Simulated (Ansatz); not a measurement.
System: rock-salt HfC. Method: r²SCAN+SOC (plane waves, PAW; Ansatz, a first-principles code).

Run with plane-wave cutoff 600 eV, 24×24×24 k mesh, Fermi–Dirac smearing 0.066 eV (set by the program), PAW data made under PBE.

Computed at the level's own relaxed cell.

Task: What does this level give for the elastic constant C44, Voigt–Reuss–Hill shear modulus (Hill average), elastic constant C12, Voigt–Reuss–Hill bulk modulus and elastic constant C11?

Result: 
* **elastic constant C44**: 189 GPa
* **Voigt–Reuss–Hill shear modulus (Hill average)**: 195 GPa
* **elastic constant C12**: 109 GPa
* **Voigt–Reuss–Hill bulk modulus**: 245 GPa
* **elastic constant C11**: 517 GPa

Measured, for comparison: elastic constant C44 180 GPa, elastic constant C11 500 GPa (temperature not stated, not corrected to a static lattice; as tabulated in Wu et al. (2005), arXiv:cond-mat/0412374). Computed (rounded) less measured: elastic constant C44 +5 %, elastic constant C11 +3 %. A static lattice is as a rule a little smaller and stiffer than an uncorrected measurement, which narrows the difference in the elastic constant C44, elastic constant C11 and would widen misses of the other sign.

Elastic constants are with the ions relaxed.

Computed values are for the static lattice.
